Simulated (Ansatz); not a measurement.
Working through the energy of protonation at one site of CH5BO, SMILES BOC

Computed with the Python package of Ansatz (0.2.0).

The cells in order, each with its output:

```python
import ansatz as az
import numpy as np
```

```python
GEOMETRY = '''
B    -0.64730    0.71050   -0.82280
O     0.34220   -0.28590   -0.78800
C     0.53450   -0.62840    0.54490
H    -1.75830    0.45990   -0.94040
H    -0.39290    1.89030   -0.81750
H    -0.34710   -1.04680    1.02670
H     1.37950   -1.41060    0.59720
H     0.98150    0.25400    1.14420
'''

mol = az.Crystal.molecule()
for line in GEOMETRY.strip().splitlines():
    symbol, *xyz = line.split()
    mol = mol.atom(symbol, [float(v) for v in xyz])

calculation = (
    mol.calculation()
    .basis(gaussian='cc-pVDZ')  # the orbital basis, by name
    .functional('hf')
)
symbols = [site.symbol for site in mol.cartesian_sites]
start = np.array([site.position_ang for site in mol.cartesian_sites], dtype=float)
summary = calculation.relax(force_tolerance=0.01).run(threads=1, pin='off').report
end = np.array(summary['positions_ang'])

# put the proton on the side away from the neighbours, slightly off axis
away = sum((end[1] - end[j]) / np.linalg.norm(end[1] - end[j]) for j in [0, 2]) + np.array([0.15, 0.1, -0.2])
proton = end[1] + 1.0 * away / np.linalg.norm(away)
acid = az.Crystal.molecule()
for symbol, place in zip(symbols, end):
    acid = acid.atom(symbol, place.tolist())
acid = acid.atom('H', proton.tolist())
protonated = (
    acid.calculation()
    .basis(gaussian='cc-pVDZ')  # atom-centred Gaussian functions
    .functional('hf')
    .charge(1)
    .relax(force_tolerance=0.01, max_steps=80)
)
after = protonated.run(threads=1, pin='off').report
xyz = np.array(after['positions_ang'])
reach = np.linalg.norm(xyz[:-1] - xyz[-1], axis=1)
print(f'base {summary["free_energy_ev"]:.5f} eV, protonated {after["free_energy_ev"]:.5f} eV')
print(f'the proton ends {reach.min():.3f} A from {symbols[reach.argmin()]}{reach.argmin()}')
print(f'electronic proton affinity {23.060548 * (summary["free_energy_ev"] - after["free_energy_ev"]):.1f} kcal/mol')
```

    base -3819.23935 eV, protonated -3827.50218 eV
    the proton ends 0.957 A from O1
    electronic proton affinity 190.5 kcal/mol

Caveats:
- Total energies depend on the basis set; only differences at equal settings carry meaning.
- The proton is put on one chosen atom, which needn't be the most basic site, so the molecule's proton affinity can be higher; the ends are stationary points, not checked by frequencies, and zero-point and thermal terms count only where printed.
- Hartree-Fock leaves correlation out, so bond, atomisation and ionisation energies come out well too low.
- Hardware and time: 20 s on 1 thread of Arm Neoverse V1 (shared host), peak memory 0.21 GiB.
